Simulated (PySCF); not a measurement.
Compound: F2O2S.
Structure used (PBE0-D3(BJ)/def2-SVP), in Å, numbered top down from 1:
```xyz
5
F2O2S angstrom
O      0.8887   -0.6280   -1.0601
S      0.1494   -0.0852    0.0292
O      0.5196   -0.1509    1.4028
F     -1.3381   -0.5878   -0.1014
F     -0.1886    1.4161   -0.3094
```

Theory: core-valence-separated Tamm–Dancoff BHandHLYP/aug-pcX-1 (def2-SVPD on S) in PySCF, non-relativistic, gas phase, PBE0-D3(BJ)/def2-SVP geometry. No empirical shift is added; at this level the pattern usually sits a few eV under experiment.

The lowest roots of each edge with f over 0.003 (five at most, numbered afresh; weaker and dark ones are left out), with transition dipoles (au) in the frame of the coordinates:

| root | edge | E (eV) | μx | μy | μz |
| --- | --- | --- | --- | --- | --- |
| 1 | O | 532.18 | -0.0147 | 0.0027 | -0.0527 |
| 2 | O | 532.18 | 0.0281 | -0.0218 | -0.0420 |
| 3 | O | 532.97 | -0.0313 | -0.0535 | 0.0067 |
| 4 | O | 532.97 | -0.0165 | -0.0284 | 0.0029 |
| 5 | O | 534.52 | 0.0498 | -0.0279 | 0.0082 |
| 6 | F | 684.43 | -0.0028 | -0.0508 | 0.0092 |
| 7 | F | 684.44 | -0.0491 | -0.0017 | -0.0073 |
| 8 | F | 688.44 | 0.0140 | 0.0201 | -0.0020 |
| 9 | F | 688.44 | -0.0223 | 0.0143 | -0.0061 |
| 10 | F | 688.97 | 0.0148 | 0.0129 | -0.0002 |

**Question.** What are the oscillator strengths?

**Answer.** f = (2/3) ΔE |μ|², with ΔE in hartree (27.2114 eV):

```csv
root,ΔE (Eh),|μ|² (au),f,core hole on
1,19.5573,0.003001,0.039,O1/O3
2,19.5574,0.003029,0.039,O1/O3
3,19.5862,0.003887,0.051,O1/O3
4,19.5863,0.001087,0.014,O1/O3
5,19.6431,0.003326,0.044,O1/O3
6,25.1525,0.002673,0.045,F4/F5
7,25.1527,0.002467,0.041,F4/F5
8,25.2996,0.000604,0.010,F4/F5
9,25.2996,0.000739,0.012,F4/F5
10,25.3193,0.000385,0.007,F4/F5
```

**Question.** Molecules are fixed in this frame and the field points along z. What effective strengths 3 f cos²θ do the roots have (θ between field and μ)?

**Answer.** root 1 (O1/O3): 0.109, root 2 (O1/O3): 0.069, root 3 (O1/O3): 0.002, root 4 (O1/O3): 0.000, root 5 (O1/O3): 0.003, root 6 (F4/F5): 0.004, root 7 (F4/F5): 0.003, root 8 (F4/F5): 0.000, root 9 (F4/F5): 0.002, root 10 (F4/F5): 0.000. Root 1 is the strongest. Averaged over all orientations cos²θ is 1/3, which gives f back. For degenerate partners only the sum has meaning, as the program may mix them freely.

